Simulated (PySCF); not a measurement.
C₃H₂FNS.
Atom-mapped SMILES: `[F:1][c:2]1[cH:3][cH:4][n:5][s:6]1` (hydrogens: H7 on C3; H8 on C4)

Computed with MP2 and CCSD/aug-cc-pVDZ in PySCF, restricted Hartree–Fock reference, frozen core, non-relativistic, gas phase, PBE0-D3(BJ)/def2-SVP geometry.

E(HF) = -666.17480 Eh.

Q: How large is the problem?

A: 160 basis functions and 52 electrons; 10 orbitals frozen, which leaves o = 16 correlated occupied and v = 134 virtual orbitals. That is o·v = 2144 singles and o·v(o·v + 1)/2 = 2299440 distinct closed-shell doubles amplitudes before symmetry; the costliest CCSD step grows as o²v⁴ = 8.3 × 10^10.

Q: What are the MP2 and CCSD correlation energies?

A: MP2 -0.9134 Eh and CCSD -0.9340 Eh, which gives totals of -667.08821 and -667.10875 Eh. That is 0.794 eV for each correlated electron at CCSD (2452 kJ/mol in all, 0.140 % of the total energy); MP2 gives 97.8 % of the CCSD value.

Q: What is the T1 diagnostic?

A: 0.0159, below the customary warning level of 0.02. It is the norm of the spatial-orbital singles amplitudes over the root of the number of correlated electrons, so the norm is 0.090.

Q: How does correlation change the dipole moment?

A: HF gives 1.98 D and CCSD (unrelaxed density) 1.64 D, a change of -0.34 D; the two vectors are 7° apart.

Connected triples and the basis-set limit are missing.
